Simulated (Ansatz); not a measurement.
```yaml
crystal:
  periodic: [false, false, false]
  atoms:
    - {symbol: N, position_ang: [-1.180404, -0.273724, -0.002566]}
    - {symbol: O, position_ang: [-0.309364, 0.435253, 0.003299]}
    - {symbol: O, position_ang: [1.228519, -0.229218, -0.001357]}
    - {symbol: H, position_ang: [1.813245, 0.533317, 0.004826]}
basis:
  gaussian: {orbitals: def2-TZVP}
hamiltonian: {xc: pbe0}
relax: {f_tol: 0.004, max_steps: 80}
```

```sh
$ ansatz run in.yaml --threads 1 --pin off --events-out ev --progress --plain --max-ram 2176MiB
```

Steps of the relaxation (energy above the last step; positions in Å, forces in eV/Å):

```
4
step 1, 106.2 meV
N    -1.180   -0.274   -0.003    1.076    0.454    0.004
O    -0.309    0.435    0.003   -2.101    0.358    0.002
O     1.229   -0.229   -0.001    0.999   -1.187   -0.009
H     1.813    0.533    0.005    0.025    0.375    0.003
```

```
4
step 2, 38.8 meV
N    -1.168   -0.278   -0.003    0.319    0.399    0.003
O    -0.329    0.456    0.003   -1.093   -0.131   -0.001
O     1.243   -0.249   -0.002    0.737   -0.280   -0.002
H     1.805    0.537    0.005    0.038    0.012    0.000
```

```
4
step 3, 1.2 meV
N    -1.196   -0.276   -0.003    0.111    0.131    0.001
O    -0.368    0.459    0.003   -0.213   -0.123   -0.001
O     1.285   -0.258   -0.002    0.129    0.095    0.001
H     1.831    0.541    0.005   -0.027   -0.102   -0.001
```

```
4
step 6, 0.0 meV
N    -1.200   -0.279   -0.003   -0.010   -0.001    0.000
O    -0.380    0.461    0.003    0.008   -0.005    0.000
O     1.288   -0.254   -0.002    0.002    0.012    0.000
H     1.844    0.537    0.005   -0.001   -0.006    0.000
```

```
4
step 7, 0.0 meV
N    -1.201   -0.279   -0.003    0.001    0.001    0.000
O    -0.380    0.461    0.003   -0.001   -0.001    0.000
O     1.289   -0.253   -0.002   -0.001   -0.001    0.000
H     1.844    0.537    0.005    0.001    0.001    0.000
```

Close pairs at the end: O3–H4 0.966 Å, N1–O2 1.105 Å, O2–O3 1.815 Å.

A stationary point of restricted PBE0 after 7 steps (its stability towards spin polarisation wasn't tested); no frequencies were run, so it isn't proven a minimum. 13 s on 1 thread of Intel Xeon Platinum 8259CL, shared host.
